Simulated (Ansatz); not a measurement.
Species: CH$_{3}$O, SMILES `[CH2]O` (H–C–O–H torsion 21°) (charge 0, multiplicity 2).

Give a relaxed geometry from B3LYP-D3(BJ)/def2-TZVP (Ansatz, a first-principles code).

This is not unique; one that fits is the end point of this relaxation, one of several conformers (outside a Z-matrix the atoms follow the SMILES, hydrogens last).
Cartesian coordinates (Å) in one orientation:
```xyz
5

C     -0.438    -0.055    -0.118
O      0.850    -0.433     0.126
H     -0.691     0.997    -0.093
H     -1.166    -0.817     0.114
H      1.445     0.308    -0.030
```
